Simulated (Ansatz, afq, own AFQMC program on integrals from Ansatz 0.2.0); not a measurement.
## Where AFQMC and coupled cluster stand for AlH⁺, quartet

```yaml
atoms:
  - { symbol: Al, position_ang: [0.0000, 0.0000, 0.0000] }
  - { symbol: H, position_ang: [0.0000, 0.0000, 1.6045] }
```

Basis cc-pVTZ. Noble-gas cores (and the filled d shells of Ga–Kr and In–Xe) are frozen. Integrals, coupled cluster, full CI and functionals: Ansatz 0.2.0; the random walks run on the same integrals in our own AFQMC program. ph-AFQMC/CISD is guided by a CISD state made of CCSD amplitudes; releasing the constraint for a short imaginary time cuts its bias at the price of noise, slowly where states lie close. ± is one standard error of the sampling.

Determinant: ROHF, the one that the program's search chose, which needn't be the lowest solution. The geometry is a PBE0/def2-TZVP stationary point of this or a neighbouring charge and spin state.

Full CI on the same integrals is exact in this basis and with this determinant's frozen core.

Cautions: lower spins were not checked.

The T1 diagnostic is 0.0084, the weight of the determinant in the CISD state is 0.988 and the size of the correlated space is 3 electrons in 43 orbitals.

| level | correlation energy (eV) |
| --- | --- |
| MP2 | -0.1674 |
| CCSD | -0.2678 |
| CCSD(T) | -0.2692 |

Q: Estimate where phaseless AFQMC with a CISD trial lies against CCSD(T) on the same integrals.

A: 0.1 ± 0.4 meV below CCSD(T). The gap is under twice the noise, so this walk alone can't tell the two apart.

Reference: full CI, correlation energy -0.270 eV. The released energy is read at 2.40 1/Eh (meV from the phaseless value at times in 1/Eh: -0.13 ± 0.18 at 0.24, -0.38 ± 0.12 at 0.51, 1.3 ± 2.3 at 0.99, -0.5 ± 0.5 at 1.62, -0.34 ± 0.20 at 2.40).

```
         level  E − E(reference) (meV)  share of correlation (%)
       CCSD(T)                     0.6                     99.77
 ph-AFQMC/CISD               0.5 ± 0.4                     99.81
released AFQMC               0.2 ± 0.2                     99.93
```

A walk keeps the symmetry of its determinant, which the program's search chose and which needn't be the lowest solution, so a lower state of the same spin and another symmetry isn't excluded. Released energies are given only where the last usable release times agree within the noise; a slower fall can still hide under it.
